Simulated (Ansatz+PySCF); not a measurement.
Results of a calculation; reference values are marked as such.
This PySCF input gave a total energy of -56.12897 hartree.

```python
from pyscf import gto, scf

mol = gto.M(atom="""
N 0.000000 0.000000 0.131310
H 1.010720 0.000000 -0.306390
H -0.505360 0.875310 -0.306390
H -0.505360 -0.875310 -0.306390
""", basis='def2-svp', charge=0, spin=0)
mf = scf.RHF(mol)
mf.init_guess = 'atom'
mf.kernel()
while True:  # follow internal instabilities
    mo, _, stable, _ = mf.stability(return_status=True)
    if stable: break
    mf.kernel(mf.make_rdm1(mo, mf.mo_occ))
print(mf.converged, mf.e_tot, mf.spin_square()[0])
```

(1) Write an input for Ansatz with the same method and basis set.

Results:

(1)

```yaml
crystal:
  periodic: [false, false, false]
  atoms:
    - { symbol: "N", position_ang: [0.0, 0.0, 0.13131] }
    - { symbol: H, position_ang: [1.01072, 0.0, -0.30639] }
    - { symbol: H, position_ang: [-0.50536, 0.87531, -0.30639] }
    - { symbol: H, position_ang: [-0.50536, -0.87531, -0.30639] }
basis:
  gaussian: { orbitals: def2-SVP }
hamiltonian:
  xc: hf
```

Ansatz (development build ahead of 0.2.0) gave -56.12897 hartree, 0.00 meV from the first.
